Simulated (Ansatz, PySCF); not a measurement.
Species: CH, charge 0, doublet. CH (SMILES [CH], doublet).
B3LYP-D3(BJ)/def2-TZVP minimum from Ansatz (a program for electronic structure):
```
C
H 1 1.1235
```
Charge 0, spin multiplicity 2.

Total energies in hartree (Ansatz). Radicals and triplets start from unrestricted determinants; spin-orbit coupling is neglected. Correlated methods leave the cores frozen. No relativity. For partners of very few electrons the exact lower level stands in for a higher one. The UHF reference of CH ([CH], doublet) is spin-contaminated (<S^2> up to 0.35 over the pure value in the sets run).

```tsv
species	HF/cc-pVTZ	CCSD(T)/cc-pVTZ	HF/cc-pVQZ	CCSD(T)/cc-pVQZ	CCSD(T)/cc-pV5Z	CCSDT(Q)/cc-pV5Z
1: CH (SMILES [CH], doublet)	-38.28472	-38.41004	-38.28711	-38.41844	-38.42094	-38.42198
2: C (triplet)	-37.69157	-37.78076	-37.69331	-37.78654	-37.78824	-37.78872
3: H (doublet)	-0.49981	-0.49981	-0.49995	-0.49995	-0.49999	-0.49999
```

Task: Work out the enthalpy of formation at 298 K (by atomisation, with ideal-gas terms from PySCF's Hessian at B3LYP-D3(BJ)/def2-TZVP and the atoms' measured values of the G2/97 table; no spin-orbit terms) in kcal/mol: take Hartree-Fock from cc-pVQZ, extrapolate the CCSD(T) correlation energy as X^-3 (X = 3, 4), and add CCSDT(Q) - CCSD(T) in cc-pV5Z. The further terms named in the bracket sum to +0.36090 hartree. 1 hartree = 627.51 kcal/mol.

Result: 
Species 1: correlation (64·(-0.13133) - 27·(-0.12532))/37 = -0.13572; step -0.00104; E1 = -38.28711 + (-0.13572) + (-0.00104) = -38.42387
Species 2: correlation (64·(-0.09323) - 27·(-0.08919))/37 = -0.09618; step -0.00048; E2 = -37.69331 + (-0.09618) + (-0.00048) = -37.78997
Species 3: correlation (64·(0.00000) - 27·(0.00000))/37 = 0.00000; step +0.00000; E3 = -0.49995 + (0.00000) + (+0.00000) = -0.49995
+1·E1 -1·E2 -1·E3 +0.36090 = 0.22695 hartree = 142.4 kcal/mol. Measured: 142.5 kcal/mol, 596.2 kJ/mol (G2/97 table in ASE (Curtiss et al.)); atomic spin-orbit terms, which the calculations lack, would raise the computed values. The composite differs from it by -0.1 kcal/mol; core, relativistic and spin-orbit terms are not in it.
